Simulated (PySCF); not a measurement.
Compound: C₄H₃FS.
Geometry (PBE0-D3(BJ)/def2-SVP, Å), atoms numbered from 1 in this order:
```xyz
9
C4H3FS angstrom
F      2.6445    0.0576   -0.3327
C      1.5316   -0.5081    0.1212
C      0.4046    0.1917    0.2883
C     -0.8247   -0.3986    0.7823
C     -1.9614    0.2533    0.9617
S     -3.3021    1.0145    1.1759
H      1.6474   -1.5756    0.3344
H      0.4146    1.2563    0.0399
H     -0.8409   -1.4674    1.0333
```

The calculation used PySCF, PBE0-D3(BJ)/def2-SVP geometry optimisation, gas phase.

Masses are those of the commonest isotopes; rigid-rotor values at the optimised geometry. The values belong to one conformer with, in the numbering `[F:1]/[CH:2]=[CH:3]/[CH:4]=[C:5]=[S:6]`, C2–C3–C4–C5 180°.

Give the principal moments of inertia and the rotational constants in cm⁻¹.

Ia = 20.96, Ib = 580.28, Ic = 601.24 u·Å²; 505379 MHz·u·Å²/I gives 24110, 870.9 and 840.6 MHz, that is A = 0.80422, B = 0.02905, C = 0.02804 cm⁻¹.

Classify the top.

A near-prolate asymmetric top: κ = (2 × 870.9 − 24110 − 840.6)/(24110 − 840.6) = -1.00.

Is it planar, by Δ = Ic − Ia − Ib?

Planar: Δ = Ic − Ia − Ib = 0.00 u·Å². For a rigid frame Δ = −2 Σ m c², so it vanishes when all atoms lie in the ab plane; here none is more than 0.01 Å from it.

Where do the levels up to J = 3 lie, in MHz?

Above 0(0,0):
J = 1: 1(0,1) 1711, 1(1,1) 24951, 1(1,0) 24981
J = 2: 2(0,2) 5134, 2(1,2) 28343, 2(1,1) 28434, 2(2,1) 98151, 2(2,0) 98151
J = 3: 3(0,3) 10269, 3(1,3) 33432, 3(1,2) 33614, 3(2,2) 103286, 3(2,1) 103286, 3(3,1) 219557, 3(3,0) 219557
Those of J = 1 are B + C, A + C and A + B.

Which lines would a microwave search look for?

The dipole components are |μa| = 0.20 D, |μb| = 1.14 D, |μc| = 0.00 D; the mirror of this Cs structure is the ab plane, so μc vanishes by symmetry and there are no c-type lines. The squared components, which scale the intensities, stand as 0.03 : 1.00 (a : b). Some lines, for components of 0.1 D or more:

```json
{"type": "a", "branch": "R", "J(Ka,Kc)": "3(1,3) ← 2(1,2)", "MHz": "5089", "lower level (cm⁻¹)": "0.945"}
{"type": "a", "branch": "R", "J(Ka,Kc)": "3(2,2) ← 2(2,1)", "MHz": "5134", "lower level (cm⁻¹)": "3.274"}
{"type": "a", "branch": "R", "J(Ka,Kc)": "3(1,2) ← 2(1,1)", "MHz": "5180", "lower level (cm⁻¹)": "0.948"}
{"type": "a", "branch": "R", "J(Ka,Kc)": "4(3,1) ← 3(3,0)", "MHz": "6846", "lower level (cm⁻¹)": "7.324"}
{"type": "a", "branch": "R", "J(Ka,Kc)": "4(2,2) ← 3(2,1)", "MHz": "6846", "lower level (cm⁻¹)": "3.445"}
{"type": "a", "branch": "R", "J(Ka,Kc)": "5(2,4) ← 4(2,3)", "MHz": "8557", "lower level (cm⁻¹)": "3.674"}
{"type": "a", "branch": "R", "J(Ka,Kc)": "5(3,3) ← 4(3,2)", "MHz": "8558", "lower level (cm⁻¹)": "7.552"}
{"type": "b", "branch": "R", "J(Ka,Kc)": "2(1,2) ← 1(0,1)", "MHz": "26632", "lower level (cm⁻¹)": "0.057"}
{"type": "b", "branch": "Q", "J(Ka,Kc)": "5(2,3) ← 5(1,4)", "MHz": "69536", "lower level (cm⁻¹)": "1.640"}
{"type": "b", "branch": "Q", "J(Ka,Kc)": "2(2,0) ← 2(1,1)", "MHz": "69717", "lower level (cm⁻¹)": "0.948"}
{"type": "b", "branch": "R", "J(Ka,Kc)": "4(2,3) ← 3(1,2)", "MHz": "76517", "lower level (cm⁻¹)": "1.121"}
{"type": "b", "branch": "Q", "J(Ka,Kc)": "5(3,2) ← 5(2,3)", "MHz": "116270", "lower level (cm⁻¹)": "3.959"}
{"type": "b", "branch": "Q", "J(Ka,Kc)": "3(3,0) ← 3(2,1)", "MHz": "116271", "lower level (cm⁻¹)": "3.445"}
{"type": "b", "branch": "R", "J(Ka,Kc)": "3(3,1) ← 2(2,0)", "MHz": "121406", "lower level (cm⁻¹)": "3.274"}
{"type": "b", "branch": "R", "J(Ka,Kc)": "3(3,0) ← 2(2,1)", "MHz": "121406", "lower level (cm⁻¹)": "3.274"}
{"type": "b", "branch": "R", "J(Ka,Kc)": "4(3,2) ← 3(2,1)", "MHz": "123117", "lower level (cm⁻¹)": "3.445"}
{"type": "b", "branch": "Q", "J(Ka,Kc)": "4(4,0) ← 4(3,1)", "MHz": "162779", "lower level (cm⁻¹)": "7.552"}
{"type": "b", "branch": "R", "J(Ka,Kc)": "4(4,0) ← 3(3,1)", "MHz": "169625", "lower level (cm⁻¹)": "7.324"}
{"type": "b", "branch": "R", "J(Ka,Kc)": "5(4,2) ← 4(3,1)", "MHz": "171337", "lower level (cm⁻¹)": "7.552"}
{"type": "b", "branch": "R", "J(Ka,Kc)": "5(5,0) ← 4(4,1)", "MHz": "217845", "lower level (cm⁻¹)": "12.982"}
```

No frequency check. Constants of a rigid frame at the computed geometry: no zero-point averaging, no centrifugal distortion.

Hardware: Arm Neoverse N1, one thread (shared host). Cost: 32 s. This is the geometry optimisation.
